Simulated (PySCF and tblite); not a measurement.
Values are calculated unless marked as measured or tabulated.
C₂H₆S₂, numbered as in [SH:1][CH2:2][CH2:3][SH:4]. Free energies: PBE0-D3(BJ)/def2-TZVP on PBE0-D3(BJ)/def2-SVP structures plus GFN2-xTB thermal terms, symmetry and mirror images included. Conformers within 4 kcal/mol (GFN2-xTB free energy) were kept, 5 at most. GIAO shieldings: PBE0/pcSseg-1. Shifts are against TMS (¹H), TMS (¹³C) at the same level. (PySCF 2.14, tblite 0.8.)

Torsions listed: H1–S1–C2–C3, S1–C2–C3–S4, C2–C3–S4–H4. Of a mirror pair one member is shown.

| conformer | shape | point group | mirror pair | ΔE(DFT) | Δ(G−E) at 250 K | δ C2/C3 (ppm) |
| --- | --- | --- | --- | --- | --- | --- |
| 1 | 73°, -63°, 74° | C2 | yes | 0.00 | 0.00 | 33.6 |
| 2 | -67°, -64°, 53° | C1 | yes | 0.07 | 0.00 | 35.0 |
| 3 | -68°, 180°, 68° | Ci | no | 0.33 | -0.08 | 34.7 |
| 4 | 68°, 175°, 68° | C2 | yes | 0.35 | -0.14 | 34.7 |
| 5 | -69°, -178°, -178° | C1 | yes | 1.57 | -0.39 | 31.6 |

Energies in kcal/mol; the thermal term leaves out symmetry numbers and mirror images.

Task: Work out the weights at 250 K and the ¹³C shift of C2/C3 under fast exchange.

Result: RT = 0.497 kcal/mol. Each conformer gets RT ln(σ/g), with σ the rotational symmetry number and g = 2 for a mirror pair: 1: σ = 2, g = 2, G = 0.00 + 0.00 + 0.00 = 0.00, 0.26 above the lowest, exp(−ΔG/RT) = 0.587; 2: σ = 1, g = 2, G = 0.07 + 0.00 − 0.34 = -0.26, 0.00 above the lowest, exp(−ΔG/RT) = 1.000; 3: σ = 1, g = 1, G = 0.33 − 0.08 + 0.00 = 0.25, 0.51 above the lowest, exp(−ΔG/RT) = 0.358; 4: σ = 2, g = 2, G = 0.35 − 0.14 + 0.00 = 0.21, 0.48 above the lowest, exp(−ΔG/RT) = 0.383; 5: σ = 1, g = 2, G = 1.57 − 0.39 − 0.34 = 0.84, 1.10 above the lowest, exp(−ΔG/RT) = 0.109. The sum is 2.437, so the weights are 24.1, 41.0, 14.7, 15.7, 4.5 %. The averaged shift is 34.4 ppm. At 298.15 K it is 34.4 ppm. At 298.15 K the leading conformer alone gives 35.0 ppm and bare DFT energies give 34.4 ppm.

For its torsions the set is small; conformers may be missing.
